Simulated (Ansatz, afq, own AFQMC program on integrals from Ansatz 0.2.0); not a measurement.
# Where AFQMC and coupled cluster stand for GeH⁻, singlet

```xyz
2

Ge    0.0000    0.0000    0.0000
H     0.0000    0.0000    1.6332
```

Basis aug-cc-pVDZ. Noble-gas cores (and the filled d shells of Ga–Kr and In–Xe) are frozen. Ansatz 0.2.0 and our own AFQMC program on the same integrals; the CISD trial comes from CCSD amplitudes, and released means the phaseless constraint is let go. Uncertainties: one standard error, sampling alone. No spin–orbit coupling.

Determinant: RHF, the one that the program's search chose, which needn't be the lowest solution. The geometry is a PBE0/def2-TZVPD stationary point of this or a neighbouring charge and spin state.

Full CI on the same integrals is exact in this basis and with this determinant's frozen core.

Cautions: no relativity below Rb; no spin-orbit coupling; inner d shell frozen; another spin lies lower (by 689 meV); at this level and basis the anion state lies above a neutral one; restricted determinant unstable towards unrestricted (UHF 976 meV lower, ⟨S²⟩ 1.03); the CCSDT(Q) amplitudes may be one of several solutions (largest double 0.63); the CCSDTQ amplitudes may be one of several solutions (largest double 0.69); the ph-AFQMC/CISD walk drifts between its halves (2.6 errors); the released energy hasn't reached full CI (137 meV above it at 2.40 1/Eh), so no released level is given (meV from the phaseless value at times in 1/Eh: 0 ± 3 at 0.24, -5 ± 3 at 0.51, -7 ± 4 at 0.99, -11 ± 3 at 1.62, -10 ± 3 at 2.40); the determinant fills πx and πy unequally, so it mixes two states of the linear molecule, and each level undoes that mixture to a different degree, while full CI gives the lower state; CCSDTQ on the UHF determinant differs (680 meV lower), perhaps since the unrestricted series falls towards higher spin.

```
T1 diagnostic                               : 0.0124
weight of the determinant in the CISD state : 0.853
size of the correlated space                : 6 electrons in 31 orbitals
```

Reference: full CI, correlation energy -3.403 eV. The cautions show a poor starting determinant, so the rows tell how each method copes with it here, and full CI is the sure value.

| level | E − E(reference) (mEh) | share of correlation (%) |
| --- | --- | --- |
| HF | 125.05 | 0.00 |
| MP2 | 36.02 | 71.19 |
| CCSD | 10.42 | 91.67 |
| CCSD(T) | 5.73 | 95.42 |
| CCSDT | 1.07 | 99.15 |
| CCSDT(Q) | -0.27 | 100.22 |
| CCSDTQ | 0.03 | 99.98 |
| ph-AFQMC/HF | 5.13 ± 0.74 | 95.90 |
| ph-AFQMC/CISD | 5.40 ± 0.13 | 95.68 |

CCSDT and higher add their correlation energy to the determinant of the CCSD(T) run, since their own runs factorise the integrals more tightly (a shift of under 2 meV).
